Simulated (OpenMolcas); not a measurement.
BCl (SMILES [B]Cl): methods side by side

BCl has 2 atoms, charge 0, and is taken as a singlet. As SMILES, `[B]Cl`. Geometry: relaxed at GFN2-xTB.

```xyz
2

B     0.0000    0.0000    0.0000
Cl    0.0000    0.0000    1.5785
```

Quantity: the vertical energy of the triplet above the singlet, in eV. The values are calculated.

```tsv
level	kind	program	value (eV)	less FCI/STO-3G	CPU time (all runs)
HF/STO-3G	Hartree–Fock	OpenMolcas	1.06	-1.00	3.1 s
SVWN5/STO-3G	LDA	OpenMolcas	2.07	+0.01	6.5 s
PBE/STO-3G	GGA	OpenMolcas	2.01	-0.05	6.9 s
r2SCAN/STO-3G	meta-GGA	OpenMolcas	1.68	-0.38	7.8 s
B3LYP/STO-3G	global hybrid	OpenMolcas	2.09	+0.03	6.7 s
PBE0/STO-3G	global hybrid	OpenMolcas	1.88	-0.18	6.2 s
CASPT2(2,2)/STO-3G	multireference	OpenMolcas	1.90	-0.16	3 s
FCI/STO-3G, open shells restricted	exact in the basis	OpenMolcas	2.06	0.00	3.6 s
```

FCI/STO-3G, open shells restricted is exact within its basis and frozen core, so for wave-function methods in that basis the difference is their error; functionals converge differently with the basis, so for them it is only a difference. The values span 1.06 to 2.09 eV. All rows use very small basis sets, so even the best lies far from the true value. Times are those of the runs behind each value, whatever else they computed, on shared processors of several kinds: orders of magnitude only.
